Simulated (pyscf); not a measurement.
Thermochemistry of product channels of Cl–SnH(Cl)–Cl + hydroxyl (OH•) on the doublet surface, in kcal/mol, from ωB97M-D3(BJ)/def2-TZVP energies (ideal gas, 1 atm, RRHO with modes under 100 cm⁻¹ raised to 100, one conformer, R ln 2 for chiral ones without a mode under 150 cm⁻¹). Structures and frequencies: ωB97X-D3(BJ)/def2-SVP in PySCF.

| products | ΔE | ΔH(298 K) | ΔG(900 K) | ΔG(1200 K) |
|---|---|---|---|---|
| Cl–Sn•(Cl)–Cl + water (H₂O) | -50.0 | -46.4 | -49.2 | -49.7 |
| hydrogen chloride (HCl) + HO–Sn•(Cl)–Cl | -35.1 | -33.4 | -38.3 | -39.9 |
| HO–Sn(Cl)(Cl)–Cl + H atom (H•) | -12.9 | -13.9 | -11.3 | -11.1 |

These are energies of the channels, which say nothing of barriers. Left out: orbital degeneracy and the spin-orbit lowering of OH. Elements past Kr carry the def2 core potentials, without spin-orbit coupling.
